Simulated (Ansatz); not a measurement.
```yaml
crystal:
  periodic: [false, false, false]
  atoms:
    - {symbol: O, position_ang: [-1.136413, -0.204659, -0.002144]}
    - {symbol: O, position_ang: [0.132891, 0.470685, 0.004048]}
    - {symbol: O, position_ang: [1.115656, -0.298765, -0.002142]}
    - {symbol: H, position_ang: [-1.779947, 0.519678, 0.003783]}
basis:
  gaussian: {orbitals: def2-TZVP}
magnetization: {spin_polarized: true, initial_magnetization: 1}
hamiltonian: {xc: pbe0}
relax: {f_tol: 0.004, max_steps: 80}
```

```sh
$ ansatz run in.yaml --threads 1 --pin off --events-out ev --progress --plain --max-ram 2176MiB
```

Steps of the relaxation (energy above the last step; positions in Å, forces in eV/Å):

```
4
step 1, 75.2 meV
O    -1.136   -0.205   -0.002   -0.496   -1.437   -0.012
O     0.133    0.471    0.004    1.144    1.193    0.011
O     1.116   -0.299   -0.002   -1.043   -0.069   -0.001
H    -1.780    0.520    0.004    0.395    0.313    0.003
```

```
4
step 2, 15.8 meV
O    -1.128   -0.223   -0.002   -0.518   -0.398   -0.004
O     0.132    0.497    0.004    0.727    0.146    0.001
O     1.080   -0.305   -0.002   -0.278    0.202    0.002
H    -1.753    0.517    0.004    0.069    0.051    0.000
```

```
4
step 3, 4.3 meV
O    -1.137   -0.231   -0.002   -0.279   -0.110   -0.001
O     0.142    0.501    0.004    0.345   -0.041    0.000
O     1.079   -0.302   -0.002   -0.073    0.144    0.001
H    -1.751    0.519    0.004    0.007    0.007    0.000
```

```
4
step 4, 0.0 meV
O    -1.152   -0.237   -0.002    0.001    0.004    0.000
O     0.153    0.499    0.004   -0.018    0.010    0.000
O     1.085   -0.297   -0.002    0.014   -0.011    0.000
H    -1.753    0.523    0.004    0.003   -0.002    0.000
```

```
4
step 6, 0.0 meV
O    -1.152   -0.237   -0.002   -0.001    0.000    0.000
O     0.152    0.499    0.004    0.000    0.000    0.000
O     1.085   -0.298   -0.002    0.000    0.000    0.000
H    -1.753    0.523    0.004    0.001    0.000    0.000
```

Close pairs at the end: O1–H4 0.969 Å, O2–O3 1.227 Å, O1–O2 1.498 Å.

A stationary point of unrestricted PBE0 after 6 steps, with ⟨S²⟩ = 0.756 against 0.75 for a pure state; no frequencies were run, so it isn't proven a minimum. 6.5 s on 1 thread of AMD EPYC 9R45, shared host.
